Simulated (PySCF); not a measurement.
Consider ethyl chloride, `CCCl` (C2H5Cl). Optimised structure (Å), atoms numbered from 1:
```
C     0.7826    0.1614    0.0394
C    -0.6541   -0.2832   -0.0876
Cl   -1.7917    1.0463    0.2992
H     1.0009    0.5000    1.0627
H     1.4572   -0.6762   -0.2000
H     1.0013    0.9899   -0.6499
H    -0.8894   -1.1067    0.6009
H    -0.8914   -0.6120   -1.1089
```

Level of theory: PBE0-D3(BJ)/def2-TZVP single points in PySCF, grid level 2; every species was optimised with PBE0-D3(BJ)/def2-SVP. Thermal corrections: PBE0-D3(BJ)/def2-SVP frequencies, unscaled, ideal gas at 298.15 K and 1 bar, quasi-RRHO entropy.

Question: Rank these bonds by dissociation enthalpy, weakest first.
A. C1–H
B. C2–H
C. C2–Cl3

Answer: C (352 kJ/mol), B (387 kJ/mol), A (408 kJ/mol).

Not ranked, since the method can't order them against a listed neighbour: C1–C2 (364 kJ/mol).

Question: For C1–C2, what are ΔE (electronic) and ΔG(298 K) of the homolysis?

Answer: ΔE = 392 and ΔG = 313 kJ/mol, beside ΔH = 364 kJ/mol. The radicals are CH3• and `[CH2]Cl`.

Note: spin-orbit coupling is left out of the energies, which matters for open shells on the heavier atoms; in free energy C2–Cl3 and C1–C2 (by 6.0 kJ/mol) differ by less than the method's error (some 10 kJ/mol), so that order is undecided.
